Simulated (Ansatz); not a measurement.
Task: a comparison of dispersion corrections of C₄H₅OS (charge -1), SMILES C=C([S-])C(C)=O, with the Python package of Ansatz (0.2.0). Give the script and its output. Use (for the species named): B3LYP, def2-SVP basis, multiplicity 1, D3BJ dispersion.

```xyz
11

C     1.9742    0.5552    0.1097
C     0.6864    0.4624    0.4882
S     0.0164    1.1627    1.9360
C    -0.1987   -0.3341   -0.4758
C    -1.6674   -0.5096   -0.1608
O     0.2587   -0.8396   -1.5095
H     2.6857    1.0982    0.7221
H     2.3473    0.1025   -0.8014
H    -1.7965   -1.0560    0.7769
H    -2.1721    0.4593   -0.1297
H    -2.1340   -1.1009   -0.9558
```

`disp.py`:
```python
# -*- coding: utf-8 -*-
'''Size of D3 and D4 in C4H5OS(-).'''

import warnings

import ansatz as az

warnings.simplefilter('ignore', az.DeckWarning)

c4h5os = (
    az.Crystal.molecule()
    .atom('C', [1.9742, 0.5552, 0.1097])
    .atom('C', [0.6864, 0.4624, 0.4882])
    .atom('S', [0.0164, 1.1627, 1.936])
    .atom('C', [-0.1987, -0.3341, -0.4758])
    .atom('C', [-1.6674, -0.5096, -0.1608])
    .atom('O', [0.2587, -0.8396, -1.5095])
    .atom('H', [2.6857, 1.0982, 0.7221])
    .atom('H', [2.3473, 0.1025, -0.8014])
    .atom('H', [-1.7965, -1.056, 0.7769])
    .atom('H', [-2.1721, 0.4593, -0.1297])
    .atom('H', [-2.134, -1.1009, -0.9558])
)

base = c4h5os.calculation().basis(gaussian='def2-SVP').charge(-1)
for name in ['b3lyp', 'blyp']:
    for correction in ('d3bj', 'd4'):
        rep = base.functional(name, dispersion=correction).run(threads=1).report
        print(f'{name:8s} {correction:5s} total {rep["free_energy_ev"]:.5f} eV, of which dispersion {1000 * rep["dispersion"]["energy"]["ev"]:.2f} meV')
```

```console
$ python disp.py
b3lyp    d3bj  total -17105.18811 eV, of which dispersion -483.50 meV
b3lyp    d4    total -17105.19025 eV, of which dispersion -485.64 meV
blyp     d3bj  total -17102.27192 eV, of which dispersion -592.40 meV
blyp     d4    total -17102.35070 eV, of which dispersion -671.17 meV
```

Notes:
- These settings explore the input space; basis and method may be short of convergence.
- The geometry is a force-field or estimated start, not a minimum of this method, and the basis set is short of its limit. D4 holds the three-body term, and d3bj doesn't.
- b3lyp holds the VWN-RPA fit, as in Gaussian; the form of ORCA and Turbomole is b3lyp5.
- Anions want diffuse functions, which this basis lacks.
- Finished in 13 s on 1 thread of Intel(R) Xeon(R) Platinum 8488C (Sapphire Rapids), with other jobs on the host, peak memory 0.29 GiB.
